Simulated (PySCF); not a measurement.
Stepwise substitution at one centre (C Cl-H). Gas-phase values, no solvent. Strings in code marks are SMILES.

These are B3LYP-D3(BJ)/def2-TZVP // PBE0-D4/def2-TZVP (PySCF) values and carry that method's errors. B3LYP has the VWN-RPA correlation part, as in Gaussian. Delta-SCF ions had no search for a lower state. Excitations are Tamm–Dancoff values on a coarser integration grid. The basis has no diffuse functions, so Rydberg states are missing or too high.

```tsv
species	vertical ionisation energy (Delta-SCF) (eV)	HOMO–LUMO gap (eV)	T1 excitation (TDA) (eV)	dipole moment (D)	S1 oscillator strength
0 of 4 Cl replaced by H (`ClC(Cl)(Cl)Cl`)	(withheld)	7.07	5.35	0.00	0.000
1 of 4 Cl replaced by H (`ClC(Cl)Cl`)	10.98	7.53	5.72	1.08	(withheld)
2 of 4 Cl replaced by H	11.01	(withheld)	(withheld)	1.64	0.001
3 of 4 Cl replaced by H (`CCl`)	11.25	8.67	6.59	1.90	0.005
4 of 4 Cl replaced by H	14.16	(withheld)	–	0.00	–
```

What belongs in the gaps?


- 0 of 4 Cl replaced by H (`ClC(Cl)(Cl)Cl`), vertical ionisation energy (Delta-SCF) (eV): 11.00
- 1 of 4 Cl replaced by H (`ClC(Cl)Cl`), S1 oscillator strength: 0.000
- 2 of 4 Cl replaced by H, HOMO–LUMO gap (eV): 8.15
- 2 of 4 Cl replaced by H, T1 excitation (TDA) (eV): 6.23
- 4 of 4 Cl replaced by H, HOMO–LUMO gap (eV): 12.06
